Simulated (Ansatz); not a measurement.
C2HClFNO, SMILES `FC1N=C(Cl)O1`. Total charge 0; spin multiplicity 1.

```xyz
7

F    -1.938    0.019    0.212
C    -0.666    0.327    0.420
N     0.079    0.772   -0.749
C     0.764   -0.280   -0.516
Cl    2.153   -0.907   -1.215
O     0.164   -0.879    0.538
H    -0.557    0.948    1.310
```

(1) List the harmonic frequencies (cm⁻¹, unscaled) at PBE0-D4/def2-TZVP in Ansatz. (Estimate.)

(2) Is this a minimum?

(3) Give the ideal-gas thermochemistry at 298.15 K and 1 bar (rigid rotor, harmonic oscillator; point group C1, symmetry number 1).

(4) And at 400, 500, 600, 800 and 1000 K?

Results:

(1) The calculation gave: 144, 299, 463, 499, 600, 723, 837, 1024, 1043, 1158, 1234, 1324, 1408, 1667, 3140.

(2) Yes, all 15 modes are real.

(3) Zero-point energy 93.1 kJ/mol; H(298) − E = 108.3 kJ/mol; entropy 307.7 J/(mol·K), of which translation 167.4, rotation 111.9, vibration 28.4; G(298) − E = 16.5 kJ/mol.

(4) 
```tsv
T (K)	H − E (kJ/mol)	S (J/mol/K)	G − E (kJ/mol)
400	116.7	332.0	-16.1
500	126.4	353.6	-50.4
600	137.3	373.3	-86.7
800	161.3	407.8	-164.9
1000	187.5	437.0	-249.5
```
